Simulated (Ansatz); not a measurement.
We consider fcc Ca, described by LC-ωPBE (Ansatz, a quantum-chemistry and plane-wave program, PAW).

Numerical settings: plane-wave cutoff 460 eV, 10×10×10 k mesh, Fermi–Dirac smearing 0.05 eV, scalar-relativistic PAW data made under PBE.

Cell (relaxed at this level):

```xyz
1
Lattice="0.0000 2.7998 2.7998 2.7998 0.0000 2.7998 2.7998 2.7998 0.0000" Properties=species:S:1:pos:R:3 pbc="T T T"
Ca     0.0000     0.0000     0.0000
```

Question: What does this level give for the bulk modulus and pressure derivative B′ of the bulk modulus?

Answer: 
- bulk modulus: 18.3 GPa
- pressure derivative B′ of the bulk modulus: 3.5

Measured, for comparison: bulk modulus 18.6 GPa (corrected for temperature and zero-point phonon effects, our sources range from 15.9 to 18.7; as tabulated in Levämäki et al. (2014), arXiv:1402.3671). Computed (rounded) less measured: bulk modulus not scored (sources differ).

The computed numbers hold no vibrational or temperature effects.

Cost on a shared machine: about 30 core-minutes (a rough figure).
